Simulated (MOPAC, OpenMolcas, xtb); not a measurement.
How methods differ on BN2H4 (SMILES N[B]N)

BN2H4 has 7 atoms, charge 0, and is taken as a doublet. SMILES: `N[B]N`. Geometry: relaxed at GFN2-xTB. This is one conformer, not always the lowest.

```xyz
7

N    -0.9926    0.0951   -0.7018
B    -0.0210   -0.7431   -0.1432
N     0.9889   -0.2265    0.6765
H    -1.7416   -0.2101   -1.2967
H    -1.0152    1.0966   -0.5449
H     1.0673    0.7588    0.9023
H     1.7141   -0.7708    1.1079
```

Each level gives the dipole moment (D). The values are calculated.

```json
{"level": "MNDO", "kind": "semi-empirical", "program": "MOPAC", "value (D)": "1.32", "CPU time": "under 2 s"}
{"level": "PM7", "kind": "semi-empirical", "program": "MOPAC", "value (D)": "2.01", "CPU time": "under 2 s"}
{"level": "GFN0-xTB", "kind": "semi-empirical", "program": "xtb", "value (D)": "0.96", "CPU time": "under 2 s"}
{"level": "GFN1-xTB", "kind": "semi-empirical", "program": "xtb", "value (D)": "1.62", "CPU time": "under 2 s"}
{"level": "UHF/ANO-RCC-MB (DKH2)", "kind": "Hartree–Fock", "program": "OpenMolcas", "value (D)": "1.14", "CPU time": "2.4 s"}
{"level": "UHF/STO-3G", "kind": "Hartree–Fock", "program": "OpenMolcas", "value (D)": "0.70", "CPU time": "2 s"}
{"level": "UHF/3-21G", "kind": "Hartree–Fock", "program": "OpenMolcas", "value (D)": "1.63", "CPU time": "2.2 s"}
{"level": "UHF/6-31G* (Cartesian functions)", "kind": "Hartree–Fock", "program": "OpenMolcas", "value (D)": "1.46", "CPU time": "2.4 s"}
{"level": "UHF/def2-SVP", "kind": "Hartree–Fock", "program": "OpenMolcas", "value (D)": "1.68", "CPU time": "3.9 s"}
{"level": "ROHF/jul-cc-pV(D+d)Z", "kind": "Hartree–Fock", "program": "OpenMolcas", "value (D)": "1.61", "CPU time": "11 s"}
```

The values span 0.70 to 2.01 D. Magnitudes only: a small dipole may point the other way at some levels. Sets without polarisation functions give poor dipoles. Without the sets that lack polarisation functions the rows with a basis span only 1.46 to 1.68 D. Times are those of the runs behind each value, whatever else they computed, on shared processors of several kinds: orders of magnitude only.
